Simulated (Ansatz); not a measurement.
Frontier orbitals of C₃H₆F₂O, SMILES `CC(O)(F)CF`.

```xyz
12

C    -0.268    1.158    0.772
C     0.169    0.219   -0.320
O    -0.639    0.388   -1.417
F     1.480    0.544   -0.672
C     0.192   -1.232    0.130
F     0.391   -2.045   -0.970
H     0.379    1.055    1.644
H    -1.300    0.955    1.057
H    -0.199    2.180    0.399
H    -0.444   -0.322   -2.040
H     1.007   -1.401    0.837
H    -0.767   -1.499    0.581
```

Total charge 0; spin multiplicity 1. The geometry is a stationary point of PBE0-D4/def2-TZVP. It is one conformer, not always the lowest. Basis def2-TZVPP, Ansatz.

```
functional  HOMO (eV)  LUMO (eV)
      BLYP      -7.20       0.21
```

(1) Give HOMO and LUMO (eV) with LDA (SPW92), PBE, revPBE, r2SCAN, B97M-V, PBE0, B3LYP, r2SCANh, r2SCAN0, HSE06 (plane-wave form), BHLYP, CAM-B3LYP, LC-ωPBE, ωB97X-V, ωB97M-V, HF. (Estimate.)

Results:

(1) Ansatz gave: 
```
             functional    HOMO  LUMO
            LDA (SPW92)   -7.46  0.00
                    PBE   -7.26  0.22
                 revPBE   -7.18  0.33
                 r2SCAN   -7.64  0.84
                 B97M-V   -7.81  0.48
                   PBE0   -8.98  1.14
                  B3LYP   -8.75  0.76
                r2SCANh   -8.28  1.17
                r2SCAN0   -9.24  1.61
HSE06 (plane-wave form)   -8.57  0.77
                  BHLYP  -10.68  1.72
              CAM-B3LYP  -10.53  1.88
                LC-ωPBE  -11.83  3.23
                ωB97X-V  -11.50  3.02
                ωB97M-V  -11.43  2.57
                     HF  -13.21  3.69
```

B3LYP here is the variant with VWN-RPA as its local correlation; programs differ in this. LC-ωPBE has ω = 0.4 bohr⁻¹. Positive LUMOs are unbound and depend on the basis.
